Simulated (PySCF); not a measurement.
**Energy of S⁻ (sulfur, charge -1) between two integer charges**

The 3p beta orbital of [Ne] 3s2 3p5 is emptied in steps (occupation f), with all orbitals relaxed, ending at [Ne] 3s2 3p4. Calculation: PySCF 2.14, in aug-cc-pVTZ-DK (6s5p3d2f, 50 functions); scalar relativity by spin-free X2C-1e. The exact energy is a straight line in f; departures are measured from the line between the end points of the same method.

| f | LDA (eV) | PBE (eV) | PBE0 (eV) | r2SCAN (eV) | LC-wPBE (eV) | BHandHLYP (eV) | r2SCAN0 (eV) | CAM-B3LYP (eV) |
| --- | --- | --- | --- | --- | --- | --- | --- | --- |
| 1 | 0.000 | 0.000 | 0.000 | 0.000 | 0.000 | 0.000 | 0.000 | 0.000 |
| 0.9 | -0.311 | -0.299 | -0.199 | -0.280 | 0.033 | -0.103 | -0.185 | -0.091 |
| 0.7 | -0.742 | -0.710 | -0.472 | -0.660 | 0.072 | -0.252 | -0.435 | -0.222 |
| 0.5 | -0.899 | -0.856 | -0.568 | -0.786 | 0.081 | -0.312 | -0.517 | -0.274 |
| 0.3 | -0.767 | -0.726 | -0.481 | -0.654 | 0.066 | -0.271 | -0.429 | -0.239 |
| 0.1 | -0.333 | -0.313 | -0.207 | -0.275 | 0.028 | -0.120 | -0.179 | -0.106 |
| 0 | 0.000 | 0.000 | 0.000 | 0.000 | 0.000 | 0.000 | 0.000 | 0.000 |

```csv
method,E(f=0) − E(f=1) (eV),−ε at f=1 (eV),−ε at f=0.5 (eV)
LDA,2.387,-1.035,2.311
PBE,2.155,-1.137,2.107
PBE0,2.056,-0.132,2.029
r2SCAN,2.112,-0.985,2.126
LC-wPBE,2.045,2.433,2.029
BHandHLYP,1.938,0.822,1.883
r2SCAN0,2.039,-0.001,2.055
CAM-B3LYP,2.148,1.165,2.098
```

Orbital energy along the path (eV):

```json
{"f": "1", "LDA": "1.035", "PBE": "1.137", "PBE0": "0.132", "r2SCAN": "0.985", "LC-wPBE": "-2.433", "BHandHLYP": "-0.822", "r2SCAN0": "0.001", "CAM-B3LYP": "-1.165"}
{"f": "0.9", "LDA": "0.416", "PBE": "0.531", "PBE0": "-0.270", "r2SCAN": "0.396", "LC-wPBE": "-2.326", "BHandHLYP": "-0.994", "r2SCAN0": "-0.385", "CAM-B3LYP": "-1.318"}
{"f": "0.7", "LDA": "-0.901", "PBE": "-0.750", "PBE0": "-1.125", "r2SCAN": "-0.841", "LC-wPBE": "-2.159", "BHandHLYP": "-1.405", "r2SCAN0": "-1.204", "CAM-B3LYP": "-1.679"}
{"f": "0.5", "LDA": "-2.311", "PBE": "-2.107", "PBE0": "-2.029", "r2SCAN": "-2.126", "LC-wPBE": "-2.029", "BHandHLYP": "-1.883", "r2SCAN0": "-2.055", "CAM-B3LYP": "-2.098"}
{"f": "0.3", "LDA": "-3.795", "PBE": "-3.511", "PBE0": "-2.960", "r2SCAN": "-3.405", "LC-wPBE": "-1.913", "BHandHLYP": "-2.411", "r2SCAN0": "-2.894", "CAM-B3LYP": "-2.562"}
{"f": "0.1", "LDA": "-5.327", "PBE": "-4.929", "PBE0": "-3.893", "r2SCAN": "-4.591", "LC-wPBE": "-1.794", "BHandHLYP": "-2.987", "r2SCAN0": "-3.661", "CAM-B3LYP": "-3.070"}
{"f": "0", "LDA": "-6.105", "PBE": "-5.631", "PBE0": "-4.352", "r2SCAN": "-5.125", "LC-wPBE": "-1.731", "BHandHLYP": "-3.293", "r2SCAN0": "-4.001", "CAM-B3LYP": "-3.342"}
```

At f = 1 the orbital energy is positive for LDA, PBE, PBE0, r2SCAN, r2SCAN0: only the finite basis holds the electron.

Reference removal energy between the ground levels: 2.077 eV (measured; photodetachment measurements, as compiled on the Wikipedia data page of electron affinities). The calculation has no spin-orbit coupling.
